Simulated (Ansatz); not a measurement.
Process, species as SMILES: C (CH4) → [CH3] (CH3) + H atom
B3LYP-D3(BJ)/def2-TZVP geometries, fixed; electronic energies without zero-point terms.

Basis-set convergence of the bond dissociation energy at PBE with Ansatz (a program for electronic structure). Cartesian d functions, on some or all atoms, in 6-31G**; all else is spherical. The program fits the integrals of some runs and decomposes those of others, by size. Open shells are unrestricted. No added dispersion term, no relativity. Functions are those of the species that has most. Reference: the value in aug-pcseg-3, 110.02 kcal/mol, itself unsure by roughly 0.02 kcal/mol (its mean distance from aug-cc-pVQZ, def2-QZVPPD, pcseg-3). Deviations are taken from unrounded values.

```json
[
 {"basis": "STO-3G", "functions": "9", "bond dissociation energy (kcal/mol)": "143.09", "minus reference (kcal/mol)": "33.07"},
 {"basis": "6-31G", "functions": "17", "bond dissociation energy (kcal/mol)": "112.33", "minus reference (kcal/mol)": "2.31"},
 {"basis": "6-31G**", "functions": "35", "bond dissociation energy (kcal/mol)": "112.87", "minus reference (kcal/mol)": "2.85"},
 {"basis": "6-311G**", "functions": "42", "bond dissociation energy (kcal/mol)": "110.92", "minus reference (kcal/mol)": "0.91"},
 {"basis": "aug-cc-pVDZ", "functions": "59", "bond dissociation energy (kcal/mol)": "108.94", "minus reference (kcal/mol)": "-1.08"},
 {"basis": "aug-pcseg-1", "functions": "59", "bond dissociation energy (kcal/mol)": "109.72", "minus reference (kcal/mol)": "-0.30"},
 {"basis": "6-311++G(2d,2p)", "functions": "67", "bond dissociation energy (kcal/mol)": "110.15", "minus reference (kcal/mol)": "0.14"},
 {"basis": "aug-cc-pVQZ", "functions": "264", "bond dissociation energy (kcal/mol)": "110.05", "minus reference (kcal/mol)": "0.04"},
 {"basis": "aug-pcseg-3", "functions": "281", "bond dissociation energy (kcal/mol)": "110.02", "minus reference (kcal/mol)": "0.00"}
]
```

The smallest set listed that lies within 2 kcal/mol of the reference with all its larger relatives (same family, alike in diffuse functions; a set with none counts only in the reference's own line) is aug-cc-pVDZ (59 functions, -1.08 kcal/mol off), level with aug-pcseg-1. Inside, with no larger relative to test it: 6-311G**. (Relatives not listed, tested too: jun-cc-pV(T+d)Z 0.08, 6-311++G(3df,3pd) -0.04, aug-cc-pVTZ -0.07, aug-pcseg-2 -0.01 kcal/mol.)
